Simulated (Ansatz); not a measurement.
System: C2H2, charge 0, singlet. C2H2 (SMILES C#C).
B3LYP-D3(BJ)/def2-TZVP minimum from Ansatz (a first-principles code):
```xyz
4

C      0.0000     0.0000    -0.5984
C      0.0000     0.0000     0.5984
H      0.0000     0.0000     1.6611
H      0.0000     0.0000    -1.6611
```

Hartree-Fock and CCSD correlation energies in hartree (Ansatz). Open shells are spin-unrestricted; no spin-orbit coupling. Cores are frozen in correlated methods. No relativity.

| basis | X | E(HF) | E(corr, CCSD) |
|---|---|---|---|
| cc-pVTZ | 3 | -76.84990 | -0.32121 |
| cc-pVQZ | 4 | -76.85493 | -0.33666 |
| cc-pV5Z | 5 | -76.85605 | withheld |

Fit E(corr) = E∞ + A/X³ to X = 3 and 4, predict X = 5, and compare with the run.

A = (-0.32121 - (-0.33666))/(1/27 - 1/64) = 0.7216; E∞ = -0.33666 - A/64 = -0.34793; at X = 5, E∞ + A/125 = -0.34216. The run gave -0.34159, 0.57 mEh above the prediction. The same form on X = 4 and 5 gives E∞ = -0.34676, 1.17 mEh above the first estimate.
